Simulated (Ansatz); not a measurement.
# P3 (quartet): wave-function methods side by side, def2-QZVPP

An exercise on one series of results from a longer session: the logs are not shown, and one member is left open.

Method: def2-QZVPP, core rule «outside noble gas», up to 15 orbitals frozen; program: Ansatz 0.2.0, Gaussian basis.

To be run: UHF; ROHF; CCSD(T) on UHF.

9 further runs of the same task are left out: 1 that didn't finish, 8 set aside as unsound or not needed.

## The system

The geometry is a PBE0/def2-TZVP stationary point (not a proven minimum).

3 atoms, charge 0, spin multiplicity 4.

Atoms are counted from 1 here; the program's logs count them from 0.

Bond lengths: P1–P2 2.056 Å, P2–P3 2.056 Å. Angles: P1–P2–P3 107.7°.

Set-up of the first run:

File in.yaml:

```yaml
crystal:
  periodic: [false, false, false]
  atoms:
    - {symbol: P, position_ang: [0.000000, -0.404315, 1.659704]}
    - {symbol: P, position_ang: [0.000000, 0.808631, 0.000000]}
    - {symbol: P, position_ang: [0.000000, -0.404315, -1.659704]}
basis:
  gaussian: {orbitals: "def2-QZVPP.json"}
magnetization: {spin_polarized: true, initial_magnetization: 3}
hamiltonian: {xc: hf}
output: {orbitals: {seedname: orbitals}}
```

On the command line:

```console
ansatz run in.yaml --threads 1 --pin off --events-out ev --progress --plain --max-ram 2393MiB
```

Among the steps run: UHF; ROHF; CCSD(T) on UHF.

One table of the session follows, with a row left open; its other results are not shown here.

| method | from UCCSD(T) (kcal/mol) |
| --- | --- |
| ROHF | +302.23 |
| UHF | +278.20 |
| UMP2 | +48.35 |
| UCCSD | ? |
| UCCSD(T) | 0 |

**Question.** Estimate the row for UCCSD.

The run gave: from UCCSD(T) (kcal/mol): +18.20. In the column «from UCCSD(T) (kcal/mol)» it lies between UCCSD(T) (0) and UMP2 (+48.35).
